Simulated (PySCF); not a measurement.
Task: Write Cartesian coordinates for methyl formate, `COC=O` as optimised with GFN2-xTB.

Result: 
```
atom  x, y, z in Å
C1    -1.0342   -0.0890   -0.0549
O2     0.2155   -0.6650    0.3213
C3     1.3086    0.0411    0.0966
O4     1.3788    1.1261   -0.3987
H5    -1.5704   -0.8209   -0.6573
H6    -0.8651    0.8259   -0.6252
H7    -1.6010    0.1347    0.8493
H8     2.1768   -0.5434    0.4443
```

Any rigid rotation of these coordinates is as good. Atoms count from 1 in this order. The C–O distances run from 1.195 Å (C3=O4, drawn double) to 1.427 Å (C1–O2, drawn single), a spread of 0.232 Å. Of the pairs four or more bonds apart, O4···H6 is among the closest relative to their van der Waals radii: 2.28 Å, 84 % of the sum of Bondi's values. The 4 heavy atoms lie in one plane (0.001 Å rms).

Bonds between heavy atoms (Å): C1–O2 1.427, O2–C3 1.321, C3=O4 1.195.

Structure optimised with GFN2-xTB, isolated species.

Point group: near Cs, missed by 0.18 Å at most; the miss may be what the optimiser left on a soft mode. No frequency check. One conformer, not necessarily the lowest (C1–O2–C3–O4 0°).

The numbers are calculated, not measured.
